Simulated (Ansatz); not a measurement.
Input for Ansatz (development build ahead of 0.2.0):

```yaml
crystal:
  periodic: [false, false, false]
  atoms:
    - { symbol: Al, position_ang: [0.0, 0.0, 0.0] }
    - { symbol: Al, position_ang: [1.04682, 1.39576, 3.02191] }
basis:
  gaussian: { orbitals: "6-31G" }
magnetization:
  initial_magnetization: 2
hamiltonian:
  xc: hf
correlation:
  method: fci
  frozen_orbitals: { Al: 5 }
```

The input is written out in the form of the current development build from the run's settings.

The run gave:

| Quantity | Value |
| --- | --- |
| Converged | yes |
| Total energy | -483.79407 hartree |
| State | lowest triplet root, of any spatial symmetry |
